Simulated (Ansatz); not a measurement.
Si (Cmcm, No. 63, 12 atoms in the cell; start mp-1095269; another form than the element's usual one), treated with r²SCAN (plane waves, PAW; Ansatz, a first-principles code).

Settings: plane-wave cutoff 500 eV, 12×12×4 k mesh (along the axes of the cell as run), Fermi–Dirac smearing 0.05 eV, scalar-relativistic PAW data made under PBE.

Cell (relaxed at this level):

```
CELL_PARAMETERS angstrom
      1.91515    -5.35933     0.00000
      1.91515     5.35933     0.00000
      0.00000     0.00000    12.68554
ATOMIC_POSITIONS crystal
  Si 0.75733 0.24267 0.94506
  Si 0.24267 0.75733 0.05494
  Si 0.24267 0.75733 0.44506
  Si 0.75733 0.24267 0.55494
  Si 0.42865 0.57135 0.15728
  Si 0.57135 0.42865 0.84272
  Si 0.57135 0.42865 0.65728
  Si 0.42865 0.57135 0.34272
  Si 0.97132 0.02868 0.90941
  Si 0.02868 0.97132 0.09059
  Si 0.02868 0.97132 0.40941
  Si 0.97132 0.02868 0.59059
```

Problem. Give the computed band gap.

Solution. 
band gap: 0.71 eV (on the SCF k mesh)

Note: the relaxation could not lower the start's symmetry, so the cell can be a saddle point above a distorted one.

Static lattice: no zero-point or thermal effects.

Computing time: about 10 core-minutes (a rough figure).

A start named mp-… is a Materials Project structure, which need not be a measured phase.
